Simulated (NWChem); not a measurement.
System meant: C$_{3}$H$_{4}$, triplet; SMILES of the neutral closed-shell parent C#CC

The following NWChem deck was run.

```
start job
memory heap 200 mb stack 900 mb global 1100 mb
geometry units angstroms noautoz
  C      0.080077    -1.145541     0.000000
  C     -0.480835     0.212905     0.000000
  C      0.096995     1.413632     0.000000
  H     -0.236908    -1.709558    -0.892637
  H     -0.236908    -1.709558     0.892637
  H      1.188369    -1.106439     0.000000
  H      1.174719     1.655660     0.000000
end
basis spherical
  * library def2-svp
end
dft
  odft
  mult 3
  xc pbe0
  iterations 4
  mulliken
end
task dft energy
```

End of the output:

```
     --------------------------
     Expectation value of S2:
     --------------------------
      <S2> =      2.0028 (Exact =     2.0000)

 center of mass
 --------------
 x =  -0.09062155 y =   0.13274894 z =   0.00000000

 moments of inertia (a.u.)
 ------------------
         184.180219164883          -0.000000000000           0.000000000000
          -0.000000000000          26.439196613494           0.000000000000
           0.000000000000           0.000000000000         199.148646115830

     Multipole analysis of the density
     ---------------------------------

     L   x y z        total         alpha         beta         nuclear
     -   - - -        -----         -----         ----         -------
     0   0 0 0     -0.000000    -12.000000    -10.000000     22.000000

     1   1 0 0      0.438048      0.896696     -0.458649     -0.000000
     1   0 1 0     -0.558259     -1.940477      1.382218      0.000000
     1   0 0 1      0.000000     -0.000000      0.000000      0.000000

     2   2 0 0    -14.009265    -17.668770    -11.883294     15.542799
     2   1 1 0      1.032161      0.237134     -1.278455      2.073482
     2   1 0 1      0.000000     -0.000000      0.000000      0.000000
     2   0 2 0    -13.961300    -67.054433    -53.968139    107.061272
     2   0 1 1     -0.000000     -0.000000     -0.000000      0.000000
     2   0 0 2    -14.774420    -10.960669     -9.504606      5.690854

 ------------------------------------------------------------------------
 dft energy failed                                                                                  0
 ------------------------------------------------------------------------
 ------------------------------------------------------------------------
  current input line :
    22: task dft energy
 ------------------------------------------------------------------------
 ------------------------------------------------------------------------
 This type of error is most commonly associated with calculations not reaching convergence criteria
 ------------------------------------------------------------------------
 For more information see the NWChem manual at https://nwchemgit.github.io

0:dft energy failed:Received an Error in Communication
```

What is wrong, and how is it mended?

Convergence was not reached. Cause: the SCF was allowed too few iterations. This input runs:
```
start job
memory heap 200 mb stack 900 mb global 1100 mb
geometry units angstroms noautoz
  C      0.080077    -1.145541     0.000000
  C     -0.480835     0.212905     0.000000
  C      0.096995     1.413632     0.000000
  H     -0.236908    -1.709558    -0.892637
  H     -0.236908    -1.709558     0.892637
  H      1.188369    -1.106439     0.000000
  H      1.174719     1.655660     0.000000
end
basis spherical
  * library def2-svp
end
dft
  odft
  mult 3
  xc pbe0
  iterations 150
  mulliken
end
task dft energy
```
It converges to -116.28972 Ha (PBE0/def2-SVP, spin-unrestricted).
